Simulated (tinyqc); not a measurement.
Inside a calculation. Method: G0W0 on RHF in the sto-3g basis, for H2O, spin multiplicity 1. One step of it, computed by the program tinyqc.

Task: Iteration 9 (converged): orbitals. Diagonalise F' = X^T F X, C = X C', fill 5 alpha and 5 beta electrons from the bottom; D = 2 C_occ C_occ^T. Each column has its largest component positive (the first on a tie).

converged F (hartree), lower triangle:
```
             1O 1s      1O 2s     1O 2px     1O 2py     1O 2pz      2H 1s      3H 1s
1O 1s   -20.262528
1O 2s    -5.164027  -2.393578
1O 2px    0.000000   0.000000  -0.385595
1O 2py   -0.000955  -0.008511   0.000000  -0.193946
1O 2pz   -0.023166  -0.047684   0.000000  -0.010228  -0.237574
2H 1s    -0.733865  -0.715271   0.000000  -0.349349  -0.292553  -0.362061
3H 1s    -0.643175  -0.649321   0.000000   0.330186  -0.279130  -0.173428  -0.320252
```

X, lower triangle:
```
            1O 1s      1O 2s    1O 2px     1O 2py     1O 2pz      2H 1s     3H 1s
1O 1s    1.023302
1O 2s   -0.133627   1.121049
1O 2px   0.000000   0.000000  1.000000
1O 2py  -0.000659   0.007251  0.000000   1.058201
1O 2pz  -0.005633   0.051260  0.000000   0.003372   1.026510
2H 1s    0.017885  -0.199276  0.000000  -0.158556  -0.102504   1.103259
3H 1s    0.016365  -0.175488  0.000000   0.145159  -0.092148  -0.044353  1.085555
```

Give: F' = X^T F X; orbital energies; coefficients C; D after iteration 9.

Result:

F' = X^T F X (hartree), lower triangle:
```
          1        2        3        4        5        6        7
1  -19.8905
2   -2.6775  -1.3481
3    0.0000   0.0000  -0.3856
4   -0.0024   0.0061   0.0000  -0.0064
5   -0.0479   0.0879   0.0000  -0.0016  -0.1424
6   -0.0679  -0.3662   0.0000  -0.3754  -0.2764  -0.0336
7   -0.0493  -0.3289   0.0000   0.3546  -0.2606  -0.0471  -0.0413
```

orbital energies (hartree): MO1 -20.2706, MO2 -1.1809, MO3 -0.5149, MO4 -0.4129, MO5 -0.3856, MO6 0.3955, MO7 0.5216

coefficients C:
```
            MO1      MO2      MO3      MO4     MO5      MO6      MO7
1O 1s    0.9946  -0.2435   0.0110   0.0834  0.0000   0.0984  -0.0200
1O 2s    0.0231   0.9154  -0.0566  -0.4235  0.0000  -0.5584   0.1221
1O 2px   0.0000   0.0000   0.0000   0.0000  1.0000   0.0000   0.0000
1O 2py   0.0002   0.0088   0.6020  -0.0411  0.0000   0.1383   0.8848
1O 2pz   0.0025   0.0618   0.0530   0.7449  0.0000  -0.7067   0.1201
2H 1s   -0.0042   0.1400   0.4753   0.3155  0.0000   0.5638  -0.7949
3H 1s   -0.0037   0.1246  -0.4351   0.3884  0.0000   0.7624   0.5515
```

D after iteration 9, lower triangle:
```
          1O 1s    1O 2s  1O 2px   1O 2py  1O 2pz    2H 1s   3H 1s
1O 1s    2.1111
1O 2s   -0.4718   2.0422
1O 2px   0.0000   0.0000  2.0000
1O 2py   0.0025  -0.0172  0.0000   0.7283
1O 2pz   0.1003  -0.5237  0.0000   0.0036  1.1230
2H 1s   -0.0134  -0.0648  0.0000   0.5487  0.5377   0.6901
3H 1s   -0.0128  -0.0518  0.0000  -0.5536  0.5478  -0.1336  0.7113
```
